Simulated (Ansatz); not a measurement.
AlNH3 (SMILES [NH2][AlH]): the energy, rung by rung

AlNH3 has 5 atoms, charge 0, and is taken as a doublet. As SMILES, `[NH2][AlH]`. Geometry: relaxed at PBE0-D4/def2-TZVP. This is one conformer, not always the lowest.

```xyz
5

N    -0.1166   -0.6608    0.1751
Al    0.8366    0.8339    0.1208
H     0.1485   -1.5053    0.6555
H    -1.0103   -0.7828   -0.2774
H     0.1918    2.0414   -0.7154
```

Each level gives the energy change with the N1–H4 bond stretched from 1.009 to 2.523 Å (eV). The values are calculated.

```
            level                    kind  program  value (eV)  less FCI/STO-3G  CPU time (all runs)
  U-revPBE/STO-3G                     GGA   Ansatz        4.43            +0.39                4.1 s
  U-r2SCAN/STO-3G                meta-GGA   Ansatz        4.77            +0.73                8.9 s
 U-r2SCAN0/STO-3G         hybrid meta-GGA   Ansatz        5.07            +1.03                 15 s
     UPBE0/STO-3G           global hybrid   Ansatz        5.00            +0.96                6.3 s
UCAM-B3LYP/STO-3G  range-separated hybrid   Ansatz        5.18            +1.14                5.9 s
    UHSE06/STO-3G  range-separated hybrid   Ansatz        4.99            +0.95                6.6 s
   RPA@PBE/STO-3G                     RPA   Ansatz        4.09            +0.05                5.4 s
      UMP2/STO-3G     perturbation theory   Ansatz        4.85            +0.81               0.84 s
 UCCSDT(Q)/STO-3G   coupled cluster or CI   Ansatz        4.00            -0.04                2.7 s
       FCI/STO-3G      exact in the basis   Ansatz        4.04             0.00                5.6 s
```

FCI/STO-3G is exact within its basis and frozen core, so for wave-function methods in that basis the difference is their error; functionals converge differently with the basis, so for them it is only a difference. The first shape isn't each level's own minimum. The values span 4.00 to 5.18 eV. Spin contamination of the reference (⟨S²⟩ at least 0.1 too high) touches U-r2SCAN/STO-3G, U-r2SCAN0/STO-3G, UPBE0/STO-3G, UCAM-B3LYP/STO-3G, UHSE06/STO-3G, UMP2/STO-3G, UCCSDT(Q)/STO-3G. All rows use very small basis sets, so even the best lies far from the true value. Times are those of the runs behind each value, whatever else they computed, on shared processors of several kinds: orders of magnitude only.
